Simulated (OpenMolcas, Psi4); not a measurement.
## A ladder of methods for CH6Si (methylsilane)

CH6Si has 8 atoms, charge 0, and is taken as a singlet. As SMILES, `C[SiH3]`. The shape is that of a PBE0-D4/def2-TZVP optimisation.

Quantity: the dipole moment, in D. The values are calculated.

**The experiment to reproduce.** NIST CCCBDB gives the dipole moment of the gas as 0.74 D.

| level | kind | program | value (D) | computed − measured |
| --- | --- | --- | --- | --- |
| SVWN5/def2-TZVP | LDA | OpenMolcas | 0.85 | +0.11 |
| BLYP/def2-TZVP | GGA | OpenMolcas | 0.83 | +0.09 |
| M06-L/def2-TZVP | meta-GGA | OpenMolcas | 0.82 | +0.08 |
| M06-2X/def2-TZVP | hybrid meta-GGA | OpenMolcas | 0.72 | -0.02 |
| PBE0-D4/def2-TZVP (density fitting) | global hybrid | Psi4 | 0.83 | +0.09 |
| TPSSh/def2-TZVP | hybrid meta-GGA | Psi4 | 0.81 | +0.07 |
| wB97M-V/def2-TZVP | range-separated hybrid | Psi4 | 0.82 | +0.08 |
| wB97X/def2-TZVP | range-separated hybrid | Psi4 | 0.81 | +0.07 |

Nearest: M06-2X/def2-TZVP (-0.02 D); farthest: SVWN5/def2-TZVP (+0.11 D). The measured dipole is a vibrational average, so differences of a few hundredths of a debye mean little. Computed less measured by kind, in D (def2-TZVP rows): LDA +0.11; GGA +0.09; meta-GGA +0.08; global hybrid -0.02 to +0.09; range-separated hybrid +0.07 to +0.08. Magnitudes only.
